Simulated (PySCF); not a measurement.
PySCF input (PBE/cc-pVDZ):

```python
import numpy as np, basis_set_exchange as bse
from pyscf import gto, scf, dft, df, tdscf

basis = {'N': gto.basis.parse(bse.get_basis('cc-pVDZ', elements=['N'], fmt='nwchem'))}
mol = gto.M(
    atom='''
    N    -0.00000000   -0.00000000   -0.54544247
    N     0.00000000    0.00000000    0.54544247
    ''',
    basis=basis,
    charge=0,
    verbose=4,
    max_memory=2160,
)
mf = dft.RKS(mol, xc='pbe')
mf.grids.level = 3
mf = mf.density_fit(auxbasis=df.autoaux(mol))
mf.conv_tol = 1e-9
mf.max_cycle = 100
print('smallest overlap eigenvalue', np.linalg.eigvalsh(mol.intor('int1e_ovlp'))[0])
mf.kernel()
dip = mf.dip_moment()
td = tdscf.TDA(mf)
td.nstates = 4
td.kernel()
td.analyze()
osc = td.oscillator_strength()
```

Output:

```
PySCF version 2.14.0

[INPUT] verbose = 4
[INPUT] num. atoms = 2
[INPUT] num. electrons = 14
[INPUT] charge = 0
[INPUT] spin (= nelec alpha-beta = 2S) = 0
[INPUT] symmetry False subgroup None
[INPUT] Mole.unit = angstrom
[INPUT] Symbol           X                Y                Z      unit          X                Y                Z       unit  Magmom
[INPUT]  1 N      0.000000000000   0.000000000000  -0.545442470000 AA    0.000000000000   0.000000000000  -1.030736885006 Bohr   0.0
[INPUT]  2 N      0.000000000000   0.000000000000   0.545442470000 AA    0.000000000000   0.000000000000   1.030736885006 Bohr   0.0

nuclear repulsion = 23.769402605448
number of shells = 6
number of NR pGTOs = 52
number of NR cGTOs = 28
basis = {'N': [[0, [9046.0, 0.0007, -0.000153, 0.0], [1357.0, 0.005389, -0.001208, 0.0], [309.3, 0.027406, -0.005992, 0.0], [87.73, 0.103207, -0.024544, 0.0], [28.56, 0.278723, -0.067459, 0.0], [10.21, 0.44854, -0.158078, 0.0], [3.838, 0.278238, -0.121831, 0.0], [0.7466, 0.01544, 0.549003, 0.0], [0.2248, -0.002864, 0.578815, 1.0]], [1, [13.55, 0.039919, 0.0], [2.917, 0.217169, 0.0], [0.7973, 0.510319, 0.0], [0.2185, 0.462214, 1.0]], [2, [0.817, 1.0]]]}
ecp = {}
ETB for N: l = 0, exps = 0.437 * 1.8^n , n = 0..12
ETB for N: l = 1, exps = 0.437 * 1.8^n , n = 0..10
ETB for N: l = 2, exps = 0.437 * 1.8^n , n = 0..9
ETB for N: l = 3, exps = 1.0354999999999999 * 2.2^n , n = 0..1
smallest overlap eigenvalue 0.004848598370578834

******** <class 'pyscf.df.df_jk.DFRKS'> ********
method = DFRKS
initial guess = minao
damping factor = 0
level_shift factor = 0
DIIS = <class 'pyscf.scf.diis.CDIIS'>
diis_start_cycle = 1
diis_space = 8
diis_damp = 0
SCF conv_tol = 1e-09
SCF conv_tol_grad = None
SCF max_cycles = 100
direct_scf = False
XC library pyscf.dft.libxc version 7.1.2
    S. Lehtola, C. Steigemann, M. J. T. Oliveira, and M. A. L. Marques,  SoftwareX 7, 1–5 (2018)
XC functionals = pbe
    J. P. Perdew, K. Burke, and M. Ernzerhof,  Phys. Rev. Lett. 77, 3865 (1996)
    J. P. Perdew, K. Burke, and M. Ernzerhof,  Phys. Rev. Lett. 78, 1396 (1997)
    J. P. Perdew, K. Burke, and M. Ernzerhof,  Phys. Rev. Lett. 77, 3865 (1996)
    J. P. Perdew, K. Burke, and M. Ernzerhof,  Phys. Rev. Lett. 78, 1396 (1997)
radial grids:
    Treutler-Ahlrichs [JCP 102, 346 (1995); DOI:10.1063/1.469408] (M4) radial grids

becke partition: Becke, JCP 88, 2547 (1988); DOI:10.1063/1.454033
pruning grids: <function nwchem_prune>
grids dens level: 3
symmetrized grids: False
atomic radii adjust function: <function treutler_atomic_radii_adjust>
small_rho_cutoff = 0
Set gradient conv threshold to 3.16228e-05
Initial guess from minao.
tot grids = 27808
init E= -109.598693899088
  HOMO = -0.377253281844689  LUMO = -0.0489553992531519  gap/eV = 8.93344
cycle= 1 E= -109.411701281831  delta_E= 0.187  |g|= 0.0628  |ddm|= 3.13
  HOMO = -0.352129620121357  LUMO = -0.0461316624613012  gap/eV = 8.32663
cycle= 2 E= -109.412520216836  delta_E= -0.000819  |g|= 0.0165  |ddm|= 0.148
  HOMO = -0.358833507073349  LUMO = -0.0502696983079783  gap/eV = 8.39645
cycle= 3 E= -109.412578333634  delta_E= -5.81e-05  |g|= 0.00479  |ddm|= 0.0484
  HOMO = -0.35715476752513  LUMO = -0.0486488843180634  gap/eV = 8.39487
cycle= 4 E= -109.412583953741  delta_E= -5.62e-06  |g|= 0.000962  |ddm|= 0.0126
  HOMO = -0.357303932564119  LUMO = -0.0488279596169324  gap/eV = 8.39406
cycle= 5 E= -109.412584160453  delta_E= -2.07e-07  |g|= 7.82e-06  |ddm|= 0.00147
  HOMO = -0.357306662258667  LUMO = -0.0488313846835331  gap/eV = 8.39404
cycle= 6 E= -109.412584160469  delta_E= -1.6e-11  |g|= 1.02e-07  |ddm|= 1.74e-05
  HOMO = -0.357306671201242  LUMO = -0.0488314059440043  gap/eV = 8.39404
Extra cycle  E= -109.412584160469  delta_E= -2.84e-14  |g|= 5.59e-08  |ddm|= 1.72e-07
converged SCF energy = -109.412584160469
Dipole moment(X, Y, Z, Debye): -0.00000,  0.00000, -0.00000

******** <class 'pyscf.tdscf.rks.TDA'> for <class 'pyscf.df.df_jk.DFRKS'> ********
nstates = 4 singlet
deg_eia_thresh = 1.000e-03
wfnsym = None
conv_tol = 1e-05
eigh lindep = 1e-12
eigh level_shift = 0
eigh max_cycle = 100
chkfile = tmp7tiihhhh

Excitation energies (eV)
[ 9.40790179  9.40790179  9.97730902 10.45645187]

** Singlet excitation energies and oscillator strengths **
Excited State   1:      9.40790 eV    131.79 nm  f=0.0000
       7 -> 8         0.70537
Excited State   2:      9.40790 eV    131.79 nm  f=0.0000
       7 -> 9        -0.70537
Excited State   3:      9.97731 eV    124.27 nm  f=0.0000
       5 -> 8         0.44351
       5 -> 9         0.23087
       6 -> 8         0.23087
       6 -> 9        -0.44351
Excited State   4:     10.45645 eV    118.57 nm  f=0.0000
       5 -> 8        -0.36917
       5 -> 9        -0.33711
       6 -> 8         0.33711
       6 -> 9        -0.36917

** Transition electric dipole moments (AU) **
state          X           Y           Z        Dip. S.      Osc.
  1         0.0000      0.0000      0.0000      0.0000      0.0000
  2        -0.0000      0.0000      0.0000      0.0000      0.0000
  3        -0.0000      0.0000     -0.0000      0.0000      0.0000
  4        -0.0000      0.0000     -0.0000      0.0000      0.0000

** Transition velocity dipole moments (imaginary part, AU) **
state          X           Y           Z        Dip. S.      Osc.
  1         0.0000      0.0000      0.0000      0.0000      0.0000
  2        -0.0000      0.0000      0.0000      0.0000      0.0000
  3        -0.0000      0.0000     -0.0000      0.0000      0.0000
  4        -0.0000      0.0000     -0.0000      0.0000      0.0000

** Transition magnetic dipole moments (imaginary part, AU) **
state          X           Y           Z
  1         1.4711     -0.2608     -0.0000
  2         0.2608      1.4711      0.0000
  3         0.0000      0.0000     -0.0000
  4         0.0000      0.0000     -0.0000
```
